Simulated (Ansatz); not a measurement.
The input, for Ansatz 0.2.0:

```yaml
crystal:
  periodic: [false, false, false]
  atoms:
    - {symbol: B, position_ang: [0.000000, 0.000000, 0.591174]}
    - {symbol: B, position_ang: [0.000000, 0.000000, -0.795772]}
    - {symbol: H, position_ang: [0.000000, 0.916884, 1.097241]}
    - {symbol: H, position_ang: [0.000000, -0.916884, 1.097241]}
basis:
  gaussian: {orbitals: cc-pVDZ}
magnetization: {spin_polarized: false, initial_magnetization: 2}
correlation: {method: sc_nevpt2, electrons: outside_noble_gas, active_space: {window: {electrons: 4, orbitals: 4}}}
```

```sh
$ ansatz run in.yaml --threads 1 --pin off --events-out ev --progress --plain --max-ram 2393MiB
```

(1) Roughly how long does this take on 1 thread of Arm Neoverse V1, shared host, and how much host memory?

```
350 factors; integrals over basis functions are off by at most 5.4e-4 eV
mean field evaluation 1: about -1367.9843 eV, gradient 1.3e1 eV
mean field evaluation 2: about -1367.9857 eV, gradient 1.3e1 eV
mean field evaluation 4: about -1369.3687 eV, gradient 2.1e0 eV
mean field evaluation 8: about -1369.4989 eV, gradient 7.3e-2 eV
mean field -1369.49896386 eV, -50.3281586420 hartree, gradient 1.9e-6 eV, S^2 2.000000; 0 other end points of the search recorded, 0 dependent functions left out
reference -1369.49896386 eV, -50.3281586420 hartree; 7, 5 occupied and 31, 33 virtual orbitals, 350 factors
state -1369.79383309 eV, -50.3389948866 hartree
state -1369.79383309 eV, -50.3389948866 hartree; corrected -1372.67156114 eV, -50.4447494419 hartree
Total energy: -1372.67156114 eV, -50.4447494419 hartree
```

Results:

(1) 0.73 s wall and 0.07 GiB.
